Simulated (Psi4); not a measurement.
# C2H3F (SMILES C[C]F) at 5 levels

Wanted: a comparison of 5 runs (UHF/3-21G, UHF/def2-SVP, UB3LYP/6-31G*, UPBE0/def2-SVP, UCAM-B3LYP/6-311G**) of C2H3F. 

The calculation is run with Psi4 1.11.

5 further runs of the same task are left out: 4 that didn't finish, 1 set aside as unsound or not needed.

## 1. The structure to begin with

C2H3F has 6 atoms, charge 0, and is taken as a triplet. SMILES: `C[C]F`. The coordinates come from a GFN2-xTB relaxation.

Bond lengths: C1–C2 1.456 Å, C2–F3 1.336 Å, C1–H4 1.088 Å, C1–H5 1.099 Å, C1–H6 1.099 Å. Angles: C1–C2–F3 124.9°, C2–C1–H4 109.2°, C2–C1–H5 111.5°, C2–C1–H6 111.4°, H4–C1–H5 108.2°, H4–C1–H6 108.3°, H5–C1–H6 108.3°.

## 2. Energy and gradient at UHF/3-21G (run 1)

Contents of calc.inp:

```
memory 1.6 GB

molecule system {
  0 3
  C     -0.62279704     0.44427461    -0.39648344
  C      0.52761153    -1.69096473     0.90172061
  F      2.91518601    -1.76836791     1.71925393
  H     -2.59032319     0.00729434    -0.80228323
  H      0.33546418     0.84809019    -2.19412321
  H     -0.56514149     2.15967350     0.77193422
  units bohr
  symmetry c1
  no_reorient
  no_com
}

set {
  reference     uhf
  puream        true
  e_convergence 1e-09
  d_convergence 1e-08
  scf_type      pk
  maxiter       200
}

result, w = gradient('hf/3-21G', return_wfn=True)
oeprop(w, 'DIPOLE', 'LOWDIN_CHARGES', 'QUADRUPOLE', title='HF')
print_variables()
```

Launch:

```console
psi4 calc.inp calc.out -n 1
```

calc.out:

```text
[...]
  Running in c1 symmetry.
[...]
  Nuclear repulsion =   64.916227636736593
[...]
  Multiplicity = 3
[...]
  Nalpha       = 13
  Nbeta        = 11
[...]
    Number of basis functions: 33
[...]
   @UHF iter   1:  -175.79325847462997   -7.49581e-01   7.89877e-03 ADIIS/DIIS
[...]
   @UHF iter  15:  -175.84791761322677   -3.69482e-13   4.24493e-09 DIIS
[...]
   @S^2 Observed:                2.011186095E+00
[...]
  @UHF Final Energy:  -175.84791761322677
   => Energetics <=
    Nuclear Repulsion Energy =             64.9162276367365934
    One-Electron Energy =                -370.3244806414513732
    Two-Electron Energy =                 129.5603353914879960
    Total Energy =                       -175.8479176132267696
  UHF NO Occupations:
  HONO-2 :   11  A 1.9975025
  HONO-1 :   12  A 1.0000000
[...]
  -Total Gradient:
     Atom            X                  Y                   Z
    ------   -----------------  -----------------  -----------------
       1        0.007074355742    -0.022030963760     0.012110224993
       2        0.010060358077     0.018011794280    -0.004628522089
       3       -0.017752026065    -0.000335912980    -0.005588280510
       4       -0.004281220109    -0.001284620631    -0.000774484798
       5        0.004229917089     0.000153577072    -0.006603249804
       6        0.000668615267     0.005486126019     0.005484312209
[...]
 Multipole Moments:
 ------------------------------------------------------------------------------------
     Multipole            Electronic (a.u.)      Nuclear  (a.u.)        Total (a.u.)
 ------------------------------------------------------------------------------------
 L = 1.  Multiply by 2.5417464519 to convert [e a0] to [Debye]
 Dipole X            :        -23.4708241           22.8455605           -0.6252635
 Dipole Y            :         20.7413822          -20.3803939            0.3609883
 Dipole Z            :        -16.6397114           16.2802362           -0.3594752
 Magnitude           :                                                    0.8065293
 L = 2.  Multiply by 1.3450342976 to convert [e a0^2] to [Debye ang]
 Quadrupole XX       :       -102.4372170           87.6239811          -14.8132359
 Quadrupole XY       :         55.4405610          -54.3641968            1.0763641
[...]
```

It took 1.6 s on 1 thread of INTEL XEON PLATINUM 8581C at 2.10GHz (Emerald Rapids), shared host; peak memory 0.18 GiB.

## 3. Energy and gradient at UHF/def2-SVP (run 2)

Contents of calc.dat:

```
memory 1.6 GB

molecule geom {
  0 3
  C
  C 1 1.455768
  F 2 1.336093 1 124.89231
  H 1 1.087943 2 109.16996 3 -178.64951
  H 1 1.098962 4 108.18358 2 121.50301
  H 1 1.098743 4 108.25512 5 117.1276
  symmetry c1
}

set {
  basis         def2-SVP
  reference     uhf
  puream        true
  e_convergence 1e-09
  d_convergence 1e-08
  scf_type      pk
  maxiter       200
}

result, w = gradient("scf", return_wfn=True)
oeprop(w, "DIPOLE", "LOWDIN_CHARGES", "MULLIKEN_CHARGES", title="SCF")
```

Launch:

```console
psi4 calc.dat calc.out -n 1
```

calc.out:

```text
[...]
  Running in c1 symmetry.
[...]
  Nuclear repulsion =   64.916228576862153
[...]
  Multiplicity = 3
[...]
  Nalpha       = 13
  Nbeta        = 11
[...]
    Number of basis functions: 57
[...]
   @UHF iter   1:  -176.59640443667590   -6.72967e-01   5.70983e-03 DIIS/ADIIS
[...]
   @UHF iter  15:  -176.67444667545178   -7.95808e-13   3.79586e-09 DIIS
[...]
   @S^2 Observed:                2.011622495E+00
[...]
  @UHF Final Energy:  -176.67444667545178
   => Energetics <=
    Nuclear Repulsion Energy =             64.9162285768621530
    One-Electron Energy =                -371.3600277060318149
    Two-Electron Energy =                 129.7693524537178575
    Total Energy =                       -176.6744466754517759
  UHF NO Occupations:
  HONO-2 :   11  A 1.9971031
  HONO-1 :   12  A 1.0000000
[...]
  -Total Gradient:
     Atom            X                  Y                   Z
    ------   -----------------  -----------------  -----------------
       1        0.000309608780     0.008120459182     0.016870473764
       2       -0.000195308746     0.011518714909    -0.032928781189
       3        0.000103979030    -0.016146819326     0.016467050505
       4       -0.000050317848    -0.000885079700     0.000081918554
       5       -0.002577109318    -0.001193972471    -0.000262720684
       6        0.002409148102    -0.001413302595    -0.000227940950
[...]
 Multipole Moments:
 ------------------------------------------------------------------------------------
     Multipole            Electronic (a.u.)      Nuclear  (a.u.)        Total (a.u.)
 ------------------------------------------------------------------------------------
 L = 1.  Multiply by 2.5417464519 to convert [e a0] to [Debye]
 Dipole X            :         -0.0001615            0.0010961            0.0009346
 Dipole Y            :         -1.5501379            1.8982648            0.3481269
 Dipole Z            :          4.8770999           -5.5566768           -0.6795769
 Magnitude           :                                                    0.7635561
[...]
  Mulliken Charges: (a.u.)
   Center  Symbol    Alpha    Beta     Spin     Total
       1     C     2.95641  3.12992 -0.17352 -0.08633
       2     C     3.88125  1.90597  1.97528  0.21278
       3     F     4.68041  4.63408  0.04634 -0.31449
       4     H     0.47315  0.46330  0.00984  0.06355
       5     H     0.50471  0.43320  0.07152  0.06209
       6     H     0.50407  0.43353  0.07054  0.06241
   Total alpha = 13.00000, Total beta = 11.00000, Total charge = -0.00000
  Lowdin Charges: (a.u.)
   Center  Symbol    Alpha    Beta     Spin     Total
[...]
```

Wall time 1.9 s (1 thread of INTEL XEON PLATINUM 8581C at 2.10GHz (Emerald Rapids), shared host); peak memory 0.2 GiB.

Run 3 isn't shown in full; the table further down has it.

## 4. Energy and forces at UPBE0/def2-SVP (run 4)

Contents of run.py:

```python
import numpy as np
from ase.calculators.psi4 import Psi4
from ase import Atoms

a = Atoms(['C', 'C', 'F', 'H', 'H', 'H'], positions=[
    [-0.329570, 0.235100, -0.209810],
    [0.279200, -0.894820, 0.477170],
    [1.542650, -0.935780, 0.909790],
    [-1.370740, 0.003860, -0.424550],
    [0.177520, 0.448790, -1.161080],
    [-0.299060, 1.142850, 0.408490],
])
calc = Psi4(atoms=a, method='pbe0', basis='def2-SVP', memory='1600MB', num_threads=1, charge=0, multiplicity=3, label='psi4-calc', reference='uks')
calc.psi4.set_options({'puream': True, 'e_convergence': 1e-09, 'd_convergence': 1e-08, 'scf_type': 'pk', 'dft_radial_points': 99, 'dft_spherical_points': 590, 'maxiter': 200})
a.calc = calc

forces = a.get_forces()
print(f'energy: {a.get_potential_energy():.6f} eV')
print('forces / eV A^-1')
print(np.round(forces, 5))
```

Launch:

```console
python run.py
```

psi4-calc.dat:

```text
[...]
  Running in c1 symmetry.
[...]
  Nuclear repulsion =   64.916227660504276
[...]
  Multiplicity = 3
[...]
  Nalpha       = 13
  Nbeta        = 11
[...]
    Number of basis functions: 57
[...]
   @UKS iter   1:  -177.25066757414947   -3.10500e-01   8.92326e-03 DIIS/ADIIS
[...]
   @UKS iter  12:  -177.38943604065409   -4.12115e-12   6.22319e-09 DIIS
[...]
   @S^2 Observed:                2.004739437E+00
[...]
  @UKS Final Energy:  -177.38943604065409
   => Energetics <=
    Nuclear Repulsion Energy =             64.9162276605042763
    One-Electron Energy =                -371.4782009096599609
    Two-Electron Energy =                 145.9839013873077533
    DFT Exchange-Correlation Energy =     -16.8113641788061443
    Empirical Dispersion Energy =           0.0000000000000000
    VV10 Nonlocal Energy =                  0.0000000000000000
    Total Energy =                       -177.3894360406540898
[...]
 Multipole Moments:
 ------------------------------------------------------------------------------------
     Multipole            Electronic (a.u.)      Nuclear  (a.u.)        Total (a.u.)
 ------------------------------------------------------------------------------------
 L = 1.  Multiply by 2.5417464519 to convert [e a0] to [Debye]
 Dipole X            :          3.5537884           -3.9588662           -0.4050778
 Dipole Y            :         -2.9488384            3.3567322            0.4078938
 Dipole Z            :          2.4381778           -2.7458695           -0.3076916
 Magnitude           :                                                    0.6520272
[...]
  -Total Gradient:
     Atom            X                  Y                   Z
    ------   -----------------  -----------------  -----------------
       1       -0.004680949917    -0.002490249643    -0.000121150743
       2       -0.018354188723     0.011031306131    -0.011047251838
       3        0.016852431273    -0.002444928196     0.006703923334
       4        0.007298498618     0.001363374445     0.001600576924
       5       -0.001714408580    -0.002139783414     0.005127385905
       6        0.000585664037    -0.005318381462    -0.002268292962
[...]
```

Standard output:

```text
energy: -4827.012421 eV
forces / eV A^-1
[[ 0.2407   0.12805  0.00623]
 [ 0.94381 -0.56725  0.56807]
 [-0.86659  0.12572 -0.34473]
 [-0.3753  -0.07011 -0.0823 ]
 [ 0.08816  0.11003 -0.26366]
 [-0.03012  0.27348  0.11664]]
```

Wall time 13 s (1 thread of INTEL XEON PLATINUM 8581C at 2.10GHz (Emerald Rapids), shared host); peak memory 0.74 GiB.

## 5. The energy at UCAM-B3LYP/6-311G(d,p) (run 5)

Contents of c2h3f.in:

```
memory 1.6 GB

molecule geom {
  0 3
  C     -0.62279704     0.44427461    -0.39648344
  C      0.52761153    -1.69096473     0.90172061
  F      2.91518601    -1.76836791     1.71925393
  H     -2.59032319     0.00729434    -0.80228323
  H      0.33546418     0.84809019    -2.19412321
  H     -0.56514149     2.15967350     0.77193422
  units bohr
  symmetry c1
  no_reorient
  no_com
}

set globals {
  reference            uks
  puream               true
  e_convergence        1e-09
  d_convergence        1e-08
  scf_type             pk
  dft_radial_points    99
  dft_spherical_points 590
  maxiter              200
}

e, wfn = energy('cam-b3lyp/6-311G**', return_wfn=True)
oeprop(wfn, 'MULLIKEN_CHARGES', 'WIBERG_LOWDIN_INDICES', 'QUADRUPOLE')
```

Launch:

```console
psi4 c2h3f.in c2h3f.out -n 1
```

c2h3f.out:

```text
[...]
  Running in c1 symmetry.
[...]
  Nuclear repulsion =   64.916227636736593
[...]
  Multiplicity = 3
[...]
  Nalpha       = 13
  Nbeta        = 11
[...]
    Number of basis functions: 72
[...]
   @UKS iter   1:  -177.56529528976120   -4.36450e-01   7.13865e-03 ADIIS/DIIS
[...]
   @UKS iter  12:  -177.69229353297550   -6.79279e-12   7.31179e-09 DIIS
[...]
   @S^2 Observed:                2.004550612E+00
[...]
  @UKS Final Energy:  -177.69229353297550
   => Energetics <=
    Nuclear Repulsion Energy =             64.9162276367365934
    One-Electron Energy =                -371.8008350921682563
    Two-Electron Energy =                 145.5496038612220673
    DFT Exchange-Correlation Energy =     -16.3572899387659092
    Empirical Dispersion Energy =           0.0000000000000000
    VV10 Nonlocal Energy =                  0.0000000000000000
    Total Energy =                       -177.6922935329754978
[...]
 Multipole Moments:
 ------------------------------------------------------------------------------------
     Multipole            Electronic (a.u.)      Nuclear  (a.u.)        Total (a.u.)
 ------------------------------------------------------------------------------------
 L = 1.  Multiply by 2.5417464519 to convert [e a0] to [Debye]
 Dipole X            :        -23.2699751           22.8455605           -0.4244146
 Dipole Y            :         20.8013147          -20.3803939            0.4209209
 Dipole Z            :        -16.5998371           16.2802362           -0.3196009
 Magnitude           :                                                    0.6778251
 L = 2.  Multiply by 1.3450342976 to convert [e a0^2] to [Debye ang]
 Quadrupole XX       :       -101.5959957           87.6239811          -13.9720146
 Quadrupole XY       :         55.0417556          -54.3641968            0.6775587
[...]
  Mulliken Charges: (a.u.)
   Center  Symbol    Alpha    Beta     Spin     Total
       1     C     3.13713  3.17918 -0.04205 -0.31631
       2     C     3.83377  2.07742  1.75635  0.08881
       3     F     4.65575  4.51865  0.13710 -0.17440
       4     H     0.43359  0.42721  0.00638  0.13919
       5     H     0.47014  0.39861  0.07153  0.13125
       6     H     0.46962  0.39892  0.07069  0.13146
   Total alpha = 13.00000, Total beta = 11.00000, Total charge =  0.00000
  Wiberg Bond Indices using Orthogonal Lowdin Orbitals:
[...]
```

It took 15 s on 1 thread of INTEL XEON PLATINUM 8581C at 2.10GHz (Emerald Rapids), shared host; peak memory 0.89 GiB.

## 6. Overview of the runs

```
run                                level      task  Cartesian functions  energy (Eh)  dipole moment (D)  HOMO energy (eV)  LUMO energy (eV)  wall time
  1                            UHF/3-21G  gradient                   no  -175.847918               2.05             -9.76              3.76      1.6 s
  2                         UHF/def2-SVP  gradient                   no  -176.674447               1.94            -10.00              3.14      1.9 s
  3  UB3LYP/6-31G* (Cartesian functions)    energy                  yes  -177.708631               1.53             -4.93             -2.03       11 s
  4                       UPBE0/def2-SVP  gradient                   no  -177.389436               1.66             -5.59             -1.74       13 s
  5                  UCAM-B3LYP/6-311G**    energy                   no  -177.692294               1.72             -6.97             -0.94       15 s
```

## 7. What came out

| quantity | value |
| --- | --- |
| run 5: total energy | -177.69229 Eh |
| run 5: dipole moment | 1.72 D |
| run 5: HOMO energy (highest over α and β) | -6.97 eV |
| run 5: LUMO energy (lowest over α and β) | -0.94 eV |
| run 5: ⟨S²⟩ | 2.005 |

The dipole moment (its size) runs from 1.53 D (UB3LYP/6-31G*) to 2.05 D (UHF/3-21G). The two ends differ in method and basis. Totals of different functionals can't be ranked against each other. All runs together took 43 s, the longest 15 s.
